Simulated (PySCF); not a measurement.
# Ionisation energy of Li by level of theory

Li [He] 2s1 (2S) → Li+ 1s2 (1S), as a difference of total energies. Calculation: PySCF 2.14, in x2c-TZVPall (5s3p, 14 functions); scalar relativity by spin-free X2C-1e. The calculations carry no spin-orbit coupling.

```tsv
method	ionisation energy (eV)
UHF	5.342
B3LYP	5.627
M06-L	5.077
```

Q: Which method comes closest to the reference value, and which is furthest?

A: The reference is 5.392 eV (measured; NIST Atomic Spectra Database, ionization energies). Closest: UHF (error -0.050 eV); furthest: M06-L (error -0.315 eV).
